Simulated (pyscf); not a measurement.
Structures and frequencies: ωB97X-D3(BJ)/def2-SVP in PySCF.

Task: For the elementary gas-phase step H₂N–NH₂ + SiH₂ [singlet] → H₂N–NH–SiH: [singlet] + H₂ (singlet surface; H–N, H–Si broken, N–Si, H–H formed), what barrier and reaction energy does ωB97M-D3(BJ)/def2-TZVP give, measured from the separated reactants?

Result: ΔE‡ = 2.5 kcal/mol, ΔE = -26.6 kcal/mol. Zero-point energy shifts the barrier by +0.5 kcal/mol. It is a four-centre exchange, with an imaginary mode of 1376i cm⁻¹. On the reactant side the descent ends in an adduct with a N–Si contact, 35.7 kcal/mol under the separated species and 37.1 kcal/mol under the saddle at ωB97X-D3(BJ)/def2-TZVP. What is counted as formed (N–Si) is already present as a longer contact in the reactant adduct; forming that adduct is a step of its own. At the saddle there is also a short H–Si contact that neither side keeps. H₂N–NH–SiH: [singlet] lies 64.2 kcal/mol over its isomer H₂N–Si:–NH₂ [singlet] (electronic energy, ωB97M-D3(BJ)/def2-TZVP). This is the saddle that the search found; another between the same sides may lie lower.
